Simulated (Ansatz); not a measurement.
```yaml
crystal:
  periodic: [false, false, false]
  atoms:
    - {symbol: Ga, position_ang: [-0.253683, -0.445713, -0.048095]}
    - {symbol: Cl, position_ang: [1.825927, -0.425758, 0.054016]}
    - {symbol: Cl, position_ang: [-1.298080, 1.353169, 0.046057]}
    - {symbol: H, position_ang: [-1.018136, -1.788832, -0.193024]}
basis:
  gaussian: {orbitals: def2-TZVP}
hamiltonian: {xc: pbe0}
relax: {f_tol: 0.004, max_steps: 80}
```

```sh
$ ansatz run in.yaml --threads 1 --pin off --events-out ev --progress --plain --max-ram 2176MiB
```

Steps of the relaxation (energy above the last step; positions in Å, forces in eV/Å):

```
4
step 1, 46.2 meV
Ga   -0.254   -0.446   -0.048   -0.539   -0.946   -0.102
Cl    1.826   -0.426    0.054    0.863    0.106    0.050
Cl   -1.298    1.353    0.046   -0.349    0.796    0.047
H    -1.018   -1.789   -0.193    0.025    0.044    0.005
```

```
4
step 2, 0.5 meV
Ga   -0.272   -0.478   -0.052   -0.054   -0.095   -0.010
Cl    1.851   -0.399    0.057    0.014    0.024    0.003
Cl   -1.288    1.388    0.049    0.014    0.025    0.003
H    -1.035   -1.818   -0.196    0.026    0.046    0.005
```

```
4
step 3, 0.0 meV
Ga   -0.277   -0.486   -0.052   -0.003   -0.006   -0.001
Cl    1.847   -0.388    0.058    0.001   -0.004    0.000
Cl   -1.276    1.390    0.050   -0.004   -0.001    0.000
H    -1.038   -1.824   -0.197    0.006    0.011    0.001
```

```
4
step 4, 0.0 meV
Ga   -0.276   -0.485   -0.052    0.001    0.002    0.000
Cl    1.848   -0.390    0.058    0.000    0.000    0.000
Cl   -1.278    1.390    0.050    0.000    0.000    0.000
H    -1.037   -1.822   -0.197   -0.001   -0.002    0.000
```

Close pairs at the end: Ga1–H4 1.545 Å, Ga1–Cl2 2.129 Å, Ga1–Cl3 2.129 Å.

A stationary point of restricted PBE0 after 4 steps (its stability towards spin polarisation wasn't tested); no frequencies were run, so it isn't proven a minimum. 22 s on 1 thread of Arm Neoverse V2, shared host.
